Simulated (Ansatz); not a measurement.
## HBO⁺, quartet in 6-31G: errors against full CI

Geometry: that of the HBO, triplet, kept fixed. The doublet lies 4.0 eV lower here.

```tsv
atom	x (Å)	y (Å)	z (Å)
B	0.0000	-0.2038	0.7317
O	0.0000	0.0840	-0.5793
H	0.0000	0.8523	1.3474
```

Basis 6-31G; Ansatz 0.2.0. Only valence electrons are correlated (noble-gas cores frozen), which leaves 9 electrons in 18 orbitals. Prefix R: restricted or restricted open-shell reference; prefix U: unrestricted. Active spaces: valence = (9e, 9o) chosen from the atoms' valence shells.

Full CI is exact within this basis and frozen core; it isn't the basis-set limit. The frozen core follows each run's orbitals, which can shift R against U totals by a few meV.

For open shells CISD and CISDTQ are restricted-active-space CI with the open shells as a complete middle space.

```
UHF ⟨S²⟩                          : 3.759
T1 diagnostic (RCCSD)             : 0.0620
largest doubles amplitude (RCCSD) : 0.061
T1 diagnostic (UCCSD)             : 0.0528
```

```tsv
level	E − E(full CI) (kcal/mol)	share of correlation (%)	wall time
RHF	71.94	0.00	–
UHF	68.84	4.31	–
RMP2	19.06	73.50	–
UMP2	17.91	75.10	–
CISD	4.91	93.18	0.58 s
RCCSD	2.20	96.94	–
UCCSD	2.08	97.11	–
RCCSD(T)	0.71	99.01	1 s
UCCSD(T)	0.66	99.08	0.94 s
BCCD(T)	0.61	99.16	1.1 s
RCCSDT	0.14	99.81	–
UCCSDT	0.11	99.84	–
CISDTQ	0.08	99.89	15 s
RCCSDT(Q)	0.02	99.97	2.9 s
UCCSDT(Q)	0.00	100.00	2.6 s
RCCSDTQ	0.01	99.99	12 s (H100)
UCCSDTQ	-0.02	100.02	14 s (H100)
CASSCF (valence space)	35.99	49.97	–
NEVPT2 (valence space)	8.59	88.06	1.6 s
MRCISD (valence space)	1.54	97.87	–
MRCISD+Q (valence space)	0.77	98.93	3.4 s
```

The correlation energy at full CI, counted from RHF, is -3.119 eV. That run took 5.5 s on 2 threads of AMD EPYC 7R13 with a shared H100 80 GB, shared host over 7,588,672 determinants.

Times hold each run's SCF and search for its determinant on a shared host, so for small cases they say little of a method's own cost; rows without a card ran on 1 thread of AMD EPYC 7R13.

The full-CI state has the irrep A'' of Cs, in the program's axes.

Natural occupations of full CI about the gap: 1.987 1.972 1.947 1.016 0.990 0.986 0.026 0.023 0.021 0.011; effectively unpaired electrons, Σ n²(2−n)², 3.02.
